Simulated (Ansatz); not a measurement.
Geometry optimisation, RKS BLYP-D4/def2-SVP (Ansatz).

Input file:

```yaml
crystal:
  periodic: [false, false, false]
  atoms:
    - { symbol: S, position_ang: [1.5772, 0.0759, -1.6847] }
    - { symbol: C, position_ang: [0.3912, 0.0242, -0.4479] }
    - { symbol: C, position_ang: [-0.443, -0.0379, 0.4263] }
    - { symbol: S, position_ang: [-1.4699, -0.1225, 1.686] }
    - { symbol: H, position_ang: [0.6737, 0.0543, -2.744] }
    - { symbol: H, position_ang: [-0.6872, -0.0581, 2.7181] }
basis:
  gaussian: { orbitals: def2-SVP }
hamiltonian:
  xc: blyp
  dispersion: d4
relax:
  f_tol: 0.02
  max_steps: 40
scf:
  lower_state_search: "off"
```

Run as:

```bash
$ ansatz run input.yaml --threads 1 --pin off --max-ram 2048MiB --backend cpu --events-out ev --progress --plain --runs-dir out
```

Question: Where does it end, and by what steps?

Answer: The run converged. After 11 steps the energy has fallen by 0.454 eV; H5 moved furthest, 0.62 Å.

```csv
step,energy less start (eV),largest force component (eV/Å),accepted
0,0.0000,3.679,yes
1,-0.1904,1.798,yes
2,-0.2730,0.598,yes
3,-0.3436,0.656,yes
4,-0.3987,0.694,yes
5,-0.4184,0.454,yes
6,-0.4136,1.154,no
7,-0.4457,0.146,yes
8,-0.4460,0.338,yes
9,-0.4521,0.272,yes
10,-0.4534,0.069,yes
11,-0.4537,0.008,yes
```

```xyz
6
Properties=species:S:1:pos:R:3
S 1.426 -0.286 -1.832
C 0.356 -0.223 -0.526
C -0.329 -0.264 0.502
S -1.388 -0.440 1.807
H 0.823 0.645 -2.644
H -0.846 0.504 2.647
```

The run took 39 s on 1 thread of Intel(R) Xeon(R) Processor @ 2.50GHz (Skylake/Cascade Lake), with other jobs on the host, peak memory 0.11 GiB.
